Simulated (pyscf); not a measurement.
Cl–Ge(Cl)(Cl)–Cl (SMILES [Cl][Ge]([Cl])([Cl])[Cl]) + H• (SMILES [H]) -> HCl (SMILES Cl) + Cl–Ge•(Cl)–Cl (SMILES [Cl][Ge]([Cl])[Cl]) (atom transfer; doublet surface; Cl–Ge broken, Cl–H formed). Optimised with ωB97X-D3(BJ)/def2-SVP in PySCF. Rate constants from transition-state theory, ωB97M-D3(BJ)/def2-TZVP energies (ideal gas, 1 atm, RRHO with modes under 100 cm⁻¹ raised to 100, one conformer, R ln 2 for rigid chiral ones; no tunnelling), k in cm³ molecule⁻¹ s⁻¹.

```
T (K)  1000/T  log10 k
-----  ------  -------
298     3.354   -18.55
600     1.667   -13.93
900     1.111   -12.29
1200    0.833        ?
```

Task: Fit an Arrhenius line to the three values, give the activation energy, and predict k at 1200 K.

Result: Least squares gives log10 k = -9.24 − 2.78 × 1000/T, so Ea = 2.78 × ln 10 × 1.987 = 12.7 kcal/mol, against an electronic barrier of 11.3. At 1200 K the line gives -11.56; the computed value is -11.42 (ΔG‡ = 33.1 kcal/mol), a factor 1.4 over the line, since the plot is curved. This is the saddle that the search found; another between the same sides may lie lower. The angle at the transferred Cl is 180°. Elements up to Kr have no core potential and no relativistic terms here.
